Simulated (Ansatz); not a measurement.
**AlBH2 (quintet): from Hartree-Fock to the top rungs, def2-QZVPP**

The task here is to estimate one member of a computed series from the others.

The runs use Ansatz 0.2.0, Gaussian basis; def2-QZVPP, core rule «outside noble gas», up to 6 orbitals frozen.

The runs, in order: UHF; ROHF; CCSD(T) on UHF.

2 further runs of the same task are left out: 2 set aside as unsound or not needed.

## The system

The geometry is a PBE0/def2-TZVP stationary point (not a proven minimum) of the parent state, kept for this charge and spin.

4 atoms, charge 0, spin multiplicity 5.

Atoms are counted from 1 here; the program's logs count them from 0.

Bond lengths: B1–Al2 1.909 Å, B1–H3 1.183 Å, Al2–H4 1.571 Å. Angles: Al2–B1–H3 180.0°, B1–Al2–H4 180.0°.

Set-up of the first run:

in.yaml reads:

```yaml
crystal:
  periodic: [false, false, false]
  atoms:
    - {symbol: B, position_ang: [0.000000, 0.000000, 1.051329]}
    - {symbol: Al, position_ang: [0.000000, 0.000000, -0.857484]}
    - {symbol: H, position_ang: [0.000000, 0.000000, 2.234417]}
    - {symbol: H, position_ang: [0.000000, 0.000000, -2.428262]}
basis:
  gaussian: {orbitals: "def2-QZVPP.json"}
magnetization: {spin_polarized: true, initial_magnetization: 4}
hamiltonian: {xc: hf}
output: {orbitals: {seedname: orbitals}}
```

Launch:

```
$ ansatz run in.yaml --threads 1 --pin off --events-out ev --progress --plain --max-ram 2393MiB
```

Steps of the session up to this table: UHF; ROHF; CCSD(T) on UHF.

One of the session's tables, all rows but one given; the rest of the session is left out.

It belongs to the step «Misses and costs». 

| method | from UCCSD(T) (meV) |
| --- | --- |
| ROHF | +4553.5 |
| UHF | +4445.2 |
| UMP2 | +1048.6 |
| UCCSD | ? |
| UCCSD(T) | 0 |

Estimate the missing values for UCCSD.

As computed: from UCCSD(T) (meV): +205.5. In the column «from UCCSD(T) (meV)» it lies between UCCSD(T) (0) and UMP2 (+1048.6).
